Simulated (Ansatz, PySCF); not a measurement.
disilane anion (H6Si2), SMILES [SiH3][SiH3] (connectivity only; charge and spin as stated), charge -1, multiplicity 2. Atoms are numbered in the order given.

```xyz
8

Si    -1.2667    -0.0170     0.0000
Si     1.2667     0.0170     0.0000
H     -1.5944     0.8712     1.1824
H     -1.5944     0.8712    -1.1824
H     -2.5517    -0.9098     0.0000
H      1.5944    -0.8712     1.1824
H      1.5944    -0.8712    -1.1824
H      2.5517     0.9098     0.0000
```
Charge -1, spin multiplicity 2.

Coordinates come from a TPSSh-D3(BJ)/def2-SVPD optimisation. The multiplicity is an assumed one; other spin states were not compared.

Two levels are set side by side: PBE-D3(BJ)/def2-SVPD (Ansatz, an electronic-structure program) and TPSSh-D3(BJ)/def2-SVPD (PySCF). Each level has its own optimised geometry; the coordinates shown are those of the second. Frequencies come from the Hessian of PySCF at each geometry. Differences are taken from unrounded values.

```csv
quantity,TPSSh-D3(BJ)
mean bond length (Å),1.675
bond Si1–Si2 (Å),2.534
bond Si1–H3 (Å),1.515
bond Si1–H4 (Å),1.515
bond Si1–H5 (Å),1.565
bond Si2–H6 (Å),1.515
bond Si2–H7 (Å),1.515
bond Si2–H8 (Å),1.565
highest harmonic wavenumber (cm⁻¹),2091
mean harmonic wavenumber (cm⁻¹),1080
zero-point energy (kcal/mol),27.80
```

Question: What does PBE-D3(BJ) give, and how far is it from TPSSh-D3(BJ)? (An estimate is asked for; the answer gives what the named calculation found.)

Answer: 
```tsv
quantity	PBE-D3(BJ)	PBE-D3(BJ) minus TPSSh-D3(BJ)
mean bond length (Å)	1.689	0.015
bond Si1–Si2 (Å)	2.536	0.002
bond Si1–H3 (Å)	1.530	0.015
bond Si1–H4 (Å)	1.530	0.015
bond Si1–H5 (Å)	1.584	0.019
bond Si2–H6 (Å)	1.530	0.015
bond Si2–H7 (Å)	1.530	0.015
bond Si2–H8 (Å)	1.584	0.019
highest harmonic wavenumber (cm⁻¹)	2016	-75
mean harmonic wavenumber (cm⁻¹)	1029	-51
zero-point energy (kcal/mol)	26.47	-1.32
```

Exact exchange shortens and stiffens bonds; PBE has none. Differences between two approximate levels are no errors against the true value.
